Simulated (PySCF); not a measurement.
Predicted microwave data (PBE0/pcSseg-1 in PySCF (dipole) on a GFN2-xTB geometry, gas phase) for one isomer of C4H4:

- Rotational constants: A = 29411, B = 7222, C = 5798 MHz
- Dipole components: |μa| = 1.95 D, |μb| = 0.00 D, |μc| = 0.00 D
- Inertial defect: 0.00 u·Å²
- κ: -0.88

Problem. Which structure is it? (One computed conformer of each.)
A. 1-buten-3-yne (`C(#C)C=C`)
B. methylenecyclopropene (`C1(=C)C=C1`)

Solution. B. It is C=C1C=C1, an asymmetric top, point group C2v. The candidates at the same level (rigid rotor, commonest isotopes):

```tsv
SMILES	A (MHz)	B (MHz)	C (MHz)	μa (D)	μb (D)	μc (D)	Δ (u·Å²)	point group	rotor
C#CC=C	50415	4848	4423	0.43	0.03	0.00	0.00	Cs	near-prolate asymmetric top
C=C1C=C1	29411	7222	5798	1.95	0.00	0.00	0.00	C2v	asymmetric top
```

`C#CC=C` has A 71 % too high. In the right answer the symmetry axis of this C2v structure is a, so μb and μc vanish by symmetry. No structure here is proved a minimum.
